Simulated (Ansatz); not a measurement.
One change: `C=C(F)C(F)F` becomes `C=C(O)C(F)F`.

Ansatz, PBE0-D4/def2-TZVP geometries, multiplicity 1. Each molecule was computed in one conformer, which needn't be the lowest.

```tsv
property	`C=C(F)C(F)F`
HOMO energy (B3LYP/def2-TZVPP) / eV	-8.01
HOMO energy (PBE0/def2-TZVPP) / eV	-8.23
HOMO–LUMO gap (B3LYP/def2-TZVPP) / eV	7.27
LUMO energy (ωB97M-V/def2-TZVPP) / eV	1.71
HOMO energy (ωB97M-V/def2-TZVPP) / eV	-10.51
HOMO–LUMO gap (ωB97M-V/def2-TZVPP) / eV	12.22
```

(1) Give the same properties after the change, and the shifts. (An estimate is asked.)

Results:

(1) Ansatz gave: 
| property | `C=C(O)C(F)F` | shift |
| --- | --- | --- |
| HOMO energy (B3LYP/def2-TZVPP) / eV | -7.13 | 0.88 |
| HOMO energy (PBE0/def2-TZVPP) / eV | -7.35 | 0.88 |
| HOMO–LUMO gap (B3LYP/def2-TZVPP) / eV | 6.76 | -0.51 |
| LUMO energy (ωB97M-V/def2-TZVPP) / eV | 2.06 | 0.35 |
| HOMO energy (ωB97M-V/def2-TZVPP) / eV | -9.61 | 0.90 |
| HOMO–LUMO gap (ωB97M-V/def2-TZVPP) / eV | 11.67 | -0.55 |

With PBE0 the HOMO rises by 0.88 eV and the LUMO rises by 0.35 eV, so the gap narrows by about 0.53 eV. PBE moves the HOMO by 0.85 eV and ωB97M-V by 0.90 eV.

B3LYP here is the variant with VWN-RPA as its local correlation; programs differ in this.
